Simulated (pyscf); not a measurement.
This saddle point was located with ωB97X-D3(BJ)/def2-SVP in PySCF.

```xyz
6

O      0.5128    -0.6693     0.2500
Sn    -0.0872     1.4509     0.5814
O      1.0871     1.2632    -0.9887
H     -0.1178    -1.2818    -0.1516
H      1.0077     0.0087    -0.5667
H     -1.7675     1.3172     0.0596
```
Charge 0, spin multiplicity 2.

Surface: doublet, charge 0. Lowest wavenumbers (cm⁻¹): 1357i, 290, 382, 424, 515.

Q: Name the species on either side of this saddle.

A: H₂O (SMILES O) + [O=SnH]• (SMILES [O]=[SnH]) <-> HO–SnH•–OH (SMILES [OH][SnH][OH]), an addition across a multiple bond or ene-type step read from left to right: H–O broken and O–Sn, H–O formed. At CCSD(T)/def2-TZVPP + ΔMP2(QZVPP) it lies -8.2 kcal/mol from the left side and +40.5 kcal/mol from the right (each side as separated species at their lowest minima found). On the reactant side the descent ends in an adduct with a O–Sn contact, 15.4 kcal/mol under the separated species and 4.6 kcal/mol under the saddle at ωB97X-D3(BJ)/def2-TZVP. At CCSD(T) the saddle lies under the separated reactants, which points to a path from their complex (located at ωB97X-D3(BJ) alone). What is counted as formed (O–Sn) is already present as a longer contact in the reactant adduct; forming that adduct is a step of its own. At ωB97X-D3(BJ) the barrier from the zero used here is -10.8 kcal/mol. This is the saddle that the search found; another between the same sides may lie lower. The CCSD(T) − MP2 part came from Ansatz, without density fitting, on the same reference. An open-shell T1 diagnostic exceeds 0.045. The frozen core leaves the outer d or s,p core shells of the metals and heavy elements correlated in the MP2 and CC values, and def2-TZVPP describes them poorly, which can shift differences by a few kcal/mol. Elements past Kr carry the def2 core potentials, without spin-orbit coupling.
